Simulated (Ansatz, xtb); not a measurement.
**C5H10O: which of two isomers lies lower**

Structure X: `C[C@H]1C[C@@H](O)C1`, a singlet. Structure Y: `CC(=O)C(C)C`, a singlet. Both are isolated molecules in the gas phase, relaxed with r2SCAN-D4/def2-SVP; the shapes shown needn't be the lowest conformers.

X (Å):

```xyz
16

C     0.9582   -3.2558    0.2025
C    -0.5553   -3.2617    0.1219
C    -1.3275   -1.9281    0.2875
C    -2.3184   -2.4365   -0.7888
C    -1.2383   -3.4171   -1.2610
O    -2.7767   -1.5553   -1.7794
H     1.3063   -3.0072    1.2188
H     1.3786   -4.2400   -0.0629
H     1.3845   -2.5110   -0.4903
H    -0.9659   -4.0127    0.8211
H    -1.7069   -1.6488    1.2845
H    -0.7454   -1.0898   -0.1326
H    -3.1579   -2.9844   -0.3115
H    -3.4670   -1.0028   -1.3906
H    -1.5415   -4.4181   -1.6070
H    -0.6379   -2.9269   -2.0464
```

Y (Å):

```json
{"atom": "C", "x (Å)": "-3.1214", "y (Å)": "-0.2759", "z (Å)": "-0.1473"}
{"atom": "C", "x (Å)": "-1.7894", "y (Å)": "0.3363", "z (Å)": "0.2262"}
{"atom": "C", "x (Å)": "-1.1748", "y (Å)": "-0.1183", "z (Å)": "1.5509"}
{"atom": "C", "x (Å)": "-0.4226", "y (Å)": "-1.4371", "z (Å)": "1.3059"}
{"atom": "C", "x (Å)": "-0.2520", "y (Å)": "0.9507", "z (Å)": "2.1239"}
{"atom": "O", "x (Å)": "-1.2327", "y (Å)": "1.1426", "z (Å)": "-0.4891"}
{"atom": "H", "x (Å)": "-3.3325", "y (Å)": "-0.1070", "z (Å)": "-1.2114"}
{"atom": "H", "x (Å)": "-3.1650", "y (Å)": "-1.3498", "z (Å)": "0.0915"}
{"atom": "H", "x (Å)": "-3.9088", "y (Å)": "0.2138", "z (Å)": "0.4518"}
{"atom": "H", "x (Å)": "-2.0043", "y (Å)": "-0.3245", "z (Å)": "2.2545"}
{"atom": "H", "x (Å)": "0.4021", "y (Å)": "-1.2773", "z (Å)": "0.5923"}
{"atom": "H", "x (Å)": "0.0092", "y (Å)": "-1.8123", "z (Å)": "2.2470"}
{"atom": "H", "x (Å)": "-1.0772", "y (Å)": "-2.2243", "z (Å)": "0.8996"}
{"atom": "H", "x (Å)": "-0.7980", "y (Å)": "1.8844", "z (Å)": "2.3292"}
{"atom": "H", "x (Å)": "0.2113", "y (Å)": "0.6066", "z (Å)": "3.0616"}
{"atom": "H", "x (Å)": "0.5435", "y (Å)": "1.1882", "z (Å)": "1.4019"}
```

Quicker runs give these differences E(Y) − E(X): GFN2-xTB −5.1 kcal/mol; HF/STO-3G −3.1 kcal/mol (at GFN2-xTB geometries); r2SCAN-D4/def2-SVP//GFN2-xTB −22.7 kcal/mol.

Q: Estimate E(Y) − E(X) at the level CCSD(T)/def2-SVP + ΔMP2/def2-TZVPP.

A: Calculated at CCSD(T)/def2-SVP + ΔMP2/def2-TZVPP: E(Y) − E(X) = −19.9 kcal/mol, so structure Y lies lower.

Level by level:

| level | geometry | E(Y) − E(X) (kcal/mol) | departure from the last row (kcal/mol) | job, with rough time for the two |
| --- | --- | --- | --- | --- |
| GFN2-xTB | GFN2-xTB | −5.1 | +14.8 | optimisation, 0.2 s |
| HF/STO-3G | GFN2-xTB | −3.1 | +16.8 | single point, 0.24 s |
| r2SCAN-D4/def2-SVP//GFN2-xTB | GFN2-xTB | −22.7 | −2.8 | single point, 2.5 s |
| r2SCAN-D4/def2-SVP | r2SCAN-D4/def2-SVP | −21.7 | −1.8 | optimisation, 36 s |
| HF/def2-SVP | r2SCAN-D4/def2-SVP | −24.1 | −4.2 | part of the CCSD(T) run |
| MP2/def2-SVP | r2SCAN-D4/def2-SVP | −21.9 | −2.0 | part of the CCSD(T) run |
| CCSD(T)/def2-SVP | r2SCAN-D4/def2-SVP | −22.9 | −3.0 | single point |
| CCSD(T)/def2-SVP + ΔMP2/def2-TZVPP | r2SCAN-D4/def2-SVP | −19.9 |  | single point, 38 s |

As drawn, Y has 1 C=O, 1 C–H in place of 1 C–C, 1 C–O, 1 O–H. Structure X has a 4-membered ring, Y no ring.

None of the levels shown reverses the order. The largest departure from CCSD(T)/def2-SVP + ΔMP2/def2-TZVPP is that of HF/STO-3G, 16.8 kcal/mol. The last row adds to CCSD(T) the change of the MP2 difference between the two basis sets, here +3.0 kcal/mol.

With thermal terms from frequencies at re-optimised GFN2-xTB minima (ideal gas, soft modes damped towards free rotors, one conformer each, 298.15 K, 1 atm): on the last row, ΔE + ΔZPE = −21.2, ΔH = −20.4, ΔG = −22.2 kcal/mol.

The correlated steps freeze 6 core orbitals. Mirror images aren't counted in ΔG. Run with Ansatz 0.2.0, xtb 6.7.1; the last row on 4 threads of Arm Neoverse V2 on a shared host.
